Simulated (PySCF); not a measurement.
Peak assignment

Numbering as in the mapped SMILES `[CH2:1]=[CH:2][CH:3]([CH3:4])[CH3:5]` (H(Xn): hydrogen on atom n). Ha(C1) is cis to C3; Hb(C1) is trans to C3.

- structure optimised with PBE0-D3(BJ)/def2-SVP
- shielding tensors at PBE0/pcSseg-1 (GIAO)
- J couplings at B3LYP/pcJ-1 (without the spin–dipole term)
- program: PySCF 2.14
- no relativistic terms, rapidly exchanging positions averaged, no solvent, one computed conformer

Chemical shifts δ = σref − σ; TMS for ¹³C (184.41 ppm) and ¹H (31.27 ppm), all at this level.

(1) Assign these signals to the numbered atoms. ¹³C{¹H} NMR (computed): δ 155.9 (CH), 119.7 (CH2), 38.2 (CH), 24.8 (CH3).

(2) Assign these signals to the numbered atoms. ¹H NMR (400 MHz, computed): δ 5.80 (dt, J = 17.9, 11.0 Hz, 1H), 5.31 (dd, J = 17.9, 2.3 Hz, 1H), 5.13 (dd, J = 11.2, 2.3 Hz, 1H), 2.00 (d of sept, J = 10.8, 7.4 Hz, 1H), 0.99 (d, J = 7.4 Hz, 6H).

## Answers

(1) 
| δ (ppm) | atoms | environment | reason |
| --- | --- | --- | --- |
| 155.9 | C2 | alkene CH | an sp2 carbon of a C=C bond |
| 119.7 | C1 | terminal =CH2 carbon | as expected for a trigonal carbon in a double bond |
| 38.2 | C3 | allylic sp3 CH | aliphatic region, no heteroatom directly attached |
| 24.8 | C4/C5 | methyl carbon | saturated and bonded to C and H only |

(2) 
| δ (ppm) | atoms | environment | reason |
| --- | --- | --- | --- |
| 5.80 | H(C2) | hydrogen on an alkene CH | olefinic region |
| 5.31 | Ha(C1) | hydrogen on a terminal =CH2 carbon | attached to an sp2 carbon and in the plane of the double bond |
| 5.13 | Hb(C1) | hydrogen on a terminal =CH2 carbon | – |
| 2.00 | H(C3) | hydrogen on an allylic sp3 CH | allylic position |
| 0.99 | H(C4)/H(C5) | hydrogen on a methyl carbon | – |

Multiplet labels drop couplings under 1 Hz and merge nearly equal ones. Unscaled 3J(H,H) at this level run about 10 % above measured values. Shifts are as computed. Against solution values, carbons near 30 ppm lie about +2 ppm off and those near 130 ppm about +5 ppm. Of 1211 compounds with measured shifts, 218 miss one by over three times the rms of a fit or turn the order of signals round; such compounds aren't used in these exercises. Couplings across =CH–CH2 type bonds come from one rotamer and its mirror image, and can be 1–2 Hz further off. 3J across rotatable bonds or in flexible rings reflects this conformer alone.
